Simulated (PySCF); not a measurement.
Consider isobutyronitrile, `CC(C)C#N` (C4H7N). Numbering: `[CH3:1][CH:2]([CH3:3])[C:4]#[N:5]`

Level of theory: ωB97X-D3(BJ)/ma-def2-TZVP single points in PySCF, grid level 2; every species was optimised with PBE0-D3(BJ)/ma-def2-SVP. Zero-point and thermal terms (298.15 K, 1 bar) come from unscaled PBE0-D3(BJ)/ma-def2-SVP harmonic frequencies, with soft modes damped to free rotors in the entropy.

(1) Rank these of its positions by gas-phase deprotonation enthalpy, most acidic first.
A. C2 (carbon α to the nitrile)
B. C1 (methyl carbon)

(2) For C1 (methyl carbon), what are ΔE (electronic) and ΔG(298 K) of the loss of the proton?

(3) Of those listed, which site of deprotonation is favoured in cyclohexane (IEF-PCM), and by how much?

Results:

(1) A (1588 kJ/mol), B (1675 kJ/mol).

(2) ΔE = 1712 and ΔG = 1643 kJ/mol, beside ΔH = 1675 kJ/mol. The product is `[CH2-]C(C)C#N`.

(3) C2 (carbon α to the nitrile), by 90 kJ/mol over C1 (methyl carbon); the gas phase favours the same one.
